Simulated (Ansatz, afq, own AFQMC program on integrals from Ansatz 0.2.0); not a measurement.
AFQMC on a folder of integrals that Ansatz 0.2.0 wrote.

```yaml
crystal:
  periodic: [false, false, false]
  atoms:
    - {symbol: Nb, position_ang: [0.000000, 0.000000, 0.000000]}
basis:
  gaussian: {orbitals: def2-TZVP}
magnetization: {spin_polarized: true, initial_magnetization: 5}
correlation: {method: ccsd_t, electrons: outside_noble_gas, hamiltonian_folder: ham}
```

```sh
$ ansatz run in.yaml --threads 1 --pin off --events-out ev --progress --plain --max-ram 16896MiB --backend cuda --devices 0, --max-vram 18GiB
```

Options of the walk:

```
--method phaseless --trial hf --walkers 4000 --populations 20 --least-time 40 --time-step 0.005 --steps-per-block 20 --equilibration-blocks 160 --max-blocks 4000 --target-error 0.0007 --factor-cut 1e-05 --start spin_pure --seed 9662 --taylor-order 6
```

Times are imaginary, in 1/Eh. The walk had a cap of 49 s. With eight or more populations the least sampling time is a fifth of least-time, and the error comes from their spread. Core potentials past Kr, no spin–orbit coupling.

afq prints:

```
orbitals 36  electrons 5 0  factors 237 of 237
reference energy -56.32806336 Eh
CCSD correlation -0.04684157 Eh in 10 cycles, weight of the determinant in the CISD state 0.9715
energy of the start -56.328063 Eh
 block  time / (1/Eh)  mean weight  energy / Eh
     1     0.100  1.0001  -56.337031
     2     0.200  1.0002  -56.343791
     3     0.300  1.0003  -56.349291
     4     0.400  1.0004  -56.353430
     5     0.500  1.0003  -56.356858
     8     0.800  1.0002  -56.365093
    13     1.300  1.0002  -56.368979
    31     3.100  1.0000  -56.374241
    49     4.900  0.9998  -56.375334
    67     6.700  0.9999  -56.374010
    85     8.500  0.9998  -56.374366
   103    10.300  1.0001  -56.372991
   121    12.100  1.0001  -56.372623
   139    13.900  1.0002  -56.371848
   157    15.700  1.0002  -56.373788
   175    17.500  0.9998  -56.373023
   193    19.300  0.9998  -56.371465
   211    21.100  0.9996  -56.372288
   229    22.900  0.9999  -56.371675
   235    23.500  1.0002  -56.371484
error from the spread of 20 populations
energy -56.372618 +/- 0.000377 Eh
(rows thinned)
```

The run passed its tests (sampling time, drift between the halves within three errors, error under three times the target), which doesn't prove that it has relaxed.

Against this walk (error 10.3 meV) on the same determinant: CCSD(T) 79.3 meV lower, CCSDT(Q) 85.9 meV lower, CCSDTQ 86.1 meV lower, full CI 86.1 meV lower, a separate phaseless walk with a CISD trial and standard settings 77.6 ± 10.3 meV lower. The error is statistical and leaves out the bias of the constraint. Full CI is exact here, so the walk's 86 meV above it is the walk's own error: the bias of the constraint with this trial. It lies above even CCSD, by 62 meV.

Cautions: constraint bias not in the error; no spin-orbit coupling; outer-core shells of the metal frozen.

The walk took 36 s on 1 × NVIDIA H100 80GB HBM3 with 2 threads of AMD EPYC 7R13 Processor (Zen 3), with other jobs on the host (the card was shared). The log's last line is the phaseless energy.

CCSDT and higher add their correlation energy to the determinant of the CCSD(T) run, since their own runs factorise the integrals more tightly (a shift of under 2 meV).
